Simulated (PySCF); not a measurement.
Working out the electron affinity of Si

Si⁻ [Ne] 3s2 3p3 (4S) → Si [Ne] 3s2 3p2 (3P). All numbers are calculated (PySCF 2.14, no relativity, point nucleus, in def2-TZVPPD (6s5p4d1f, 48 functions)). Frozen: 1s2. Energies in hartree (1 hartree = 27.21139 eV):

| part | Si⁻ (lower) | Si (upper) |
| --- | --- | --- |
| UHF | -288.876325 | -288.850922 |
| CCSD correlation | -0.238064 | -0.222009 |
| (T) | -0.005947 | -0.004240 |

Problem. What does Hartree-Fock give?

Solution. (-288.850922) − (-288.876325) = 0.025403 hartree = 0.691 eV.

Problem. What do CCSD and CCSD(T) give?

Solution. The CCSD correlation energies differ by 0.016055 hartree = 0.437 eV and the triples by 0.001707 hartree = 0.046 eV, so CCSD gives 1.128 eV and CCSD(T) 1.174 eV.

A first-order spin-orbit estimate adds -0.016 eV to CCSD(T) (valence and next inner shell), giving 1.158 eV against 1.390 eV (measured; photodetachment measurements, as compiled on the Wikipedia data page of electron affinities).

What remains against the reference includes basis incompleteness, the frozen core and higher excitations.
